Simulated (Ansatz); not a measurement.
## Ansatz (development build ahead of 0.2.0) run

```yaml
crystal:
  periodic: [false, false, false]
  atoms:
    - { symbol: C, position_ang: [-0.00989, -0.0206, -0.62797] }
    - { symbol: O, position_ang: [-0.06077, -0.07356, 0.75983] }
    - { symbol: H, position_ang: [-0.00772, -1.05387, -1.04665] }
    - { symbol: H, position_ang: [-0.87783, 0.46853, -1.00313] }
    - { symbol: H, position_ang: [0.87249, 0.43835, -1.12089] }
    - { symbol: H, position_ang: [0.01391, 0.85465, 1.082] }
basis:
  gaussian: { orbitals: def2-SVP }
hamiltonian:
  xc: hf
correlation:
  method: mp2
  frozen_orbitals: { C: 1, H: 0, O: 1 }
```

The input is written out in the form of the current development build from the run's settings.

Output:

```json
{"Converged": "yes", "Reference energy": "-114.94918 hartree", "Correlation energy": "-0.33830 hartree", "Total energy": "-115.28748 hartree", "Spin squared of the determinant": "0.000"}
```
